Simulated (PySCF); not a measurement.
**Adding and removing an electron: SH**

UHF; basis H aug-cc-pVDZ, S aug-cc-pV(D+d)Z; no relativity; PySCF 2.14. Neutral (UHF): doublet (π ↑), Re = 1.338 Å, ωe = 2844 cm⁻¹, De = 2.62 eV, HOMO -10.30 eV, LUMO -0.16 eV.

SH⁻ (RHF): singlet (closed shell), Re = 1.341 Å, ωe = 2783 cm⁻¹. The energies at the minima are -398.09447 hartree for SH and -398.13561 for SH⁻.

Q: Work out the adiabatic electron affinity, without and with harmonic zero-point energies (1 hartree = 27.2114 eV, 1 eV = 8065.5 cm⁻¹), and the change of the bond length.

A: At HF: 0.04114 hartree = 1.119 eV between the minima; the zero-point term (2844.0 − 2783.0)/2 cm⁻¹ = +0.004 eV makes it 1.123 eV. Re changes by +0.3 pm against the neutral. The electron enters a π orbital, which is non-bonding in a hydride.

Hartree–Fock leaves out correlation, which carries a large part of most bond energies and some tenths to 1 eV of ionisation energies. States were picked by a PBE0 search and need not be the measured ground states.

Neutral and ion stand on different kinds of reference determinant, which adds to the error of the difference.
